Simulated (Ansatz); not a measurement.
**SiH3 (silyl radical): the energy, rung by rung**

The species is SiH3 (4 atoms), meant as a doublet with charge 0. SMILES: `[SiH3]`. The shape was relaxed beforehand at B3LYP/def2-SVP.

Quantity: the adiabatic electron affinity (to the singlet anion, shapes relaxed at B3LYP/def2-SVP, no zero-point term), in eV. The values are calculated.

The electron affinity is E(neutral) − E(anion): positive where the electron is bound.

```json
{"level": "UHF/def2-TZVPP", "kind": "Hartree–Fock", "program": "Ansatz", "value (eV)": "0.04", "less CCSD(T)/def2-TZVPP": "-1.09", "CPU time (all runs)": "0.57 s"}
{"level": "UBLYP/def2-TZVPP", "kind": "GGA", "program": "Ansatz", "value (eV)": "1.13", "less CCSD(T)/def2-TZVPP": "0.00", "CPU time (all runs)": "1.7 s"}
{"level": "UB3LYP/def2-TZVPP", "kind": "global hybrid", "program": "Ansatz", "value (eV)": "1.24", "less CCSD(T)/def2-TZVPP": "+0.11", "CPU time (all runs)": "1.8 s"}
{"level": "U-wB97M-V/def2-TZVPP", "kind": "range-separated hybrid", "program": "Ansatz", "value (eV)": "1.27", "less CCSD(T)/def2-TZVPP": "+0.14", "CPU time (all runs)": "7.2 s"}
{"level": "UB2PLYP/def2-TZVPP", "kind": "double hybrid", "program": "Ansatz", "value (eV)": "1.10", "less CCSD(T)/def2-TZVPP": "-0.03", "CPU time (all runs)": "2.9 s"}
{"level": "RPA@PBE/def2-TZVPP", "kind": "RPA", "program": "Ansatz", "value (eV)": "1.37", "less CCSD(T)/def2-TZVPP": "+0.24", "CPU time (all runs)": "2.4 s"}
{"level": "UMP2/def2-TZVPP", "kind": "perturbation theory", "program": "Ansatz", "value (eV)": "0.99", "less CCSD(T)/def2-TZVPP": "-0.14", "CPU time (all runs)": "0.79 s"}
{"level": "UCCSD(T)/def2-TZVPP", "kind": "coupled cluster or CI", "program": "Ansatz", "value (eV)": "1.13", "less CCSD(T)/def2-TZVPP": "0.00", "CPU time (all runs)": "2.9 s"}
```

UCCSD(T)/def2-TZVPP is the highest level here, not the true value. The values span 0.04 to 1.37 eV. Times are those of the runs behind each value, whatever else they computed, on shared processors of several kinds: orders of magnitude only.
